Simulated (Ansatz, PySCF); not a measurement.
carbonyl sulfide (COS), SMILES O=C=S. Atoms are numbered in the order given.

```xyz
3

O      0.0000     0.0000    -1.6805
C      0.0000     0.0000    -0.5250
S      0.0000     0.0000     1.0371
```
Charge 0, spin multiplicity 1.

The structure is a stationary point at B3LYP-D3(BJ)/def2-TZVP.

Vertical ionisation energy (IE) and electron affinity (EA) in eV. Rows of orbital energies are one-electron estimates. Where ΔSCF, EOM or ADC give a negative EA the extra electron is unbound and the value depends on the basis.

| level | IE | EA |
|---|---|---|
| −ε(HOMO), −ε(LUMO), HF/def2-TZVPD (PySCF) | 11.45 | -1.33 |
| −ε(HOMO), −ε(LUMO), PBE/def2-TZVPD (PySCF) | 7.48 | 1.93 |
| ADC(2)/aug-cc-pVDZ (PySCF) | ? | ? |
| ΔSCF, PBE0/def2-TZVPD (Ansatz), final states of multiplicity 2 and 2 | 11.27 | -0.86 |
| ΔSCF, PBE/def2-TZVPD (Ansatz), final states of multiplicity 2 and 2 | 11.23 | -0.75 |

Task: Complete the blanks. (An estimate is asked for; the answer gives what the named calculation found.)

Result: 
- ADC(2)/aug-cc-pVDZ (PySCF), IE: 10.83
- ADC(2)/aug-cc-pVDZ (PySCF), EA: -1.09

Task: What vertical singlet–triplet gap does ΔSCF give with PBE0/def2-TZVPD (Ansatz, a first-principles code) and with PBE/def2-TZVPD (Ansatz)? (An estimate is asked for; the answer gives what the named calculation found.)

Result: 4.88 and 4.98 eV (triplet above singlet where positive).

Task: Beyond the first one, list the lowest photoelectron lines from ADC(2)/aug-cc-pVDZ (PySCF) with their pole strengths (two spins summed). (An estimate is asked for; the answer gives what the named calculation found.)

Result: 15.31 eV (1.65), 15.31 eV (1.65), 15.41 eV (1.72), 17.04 eV (1.65).
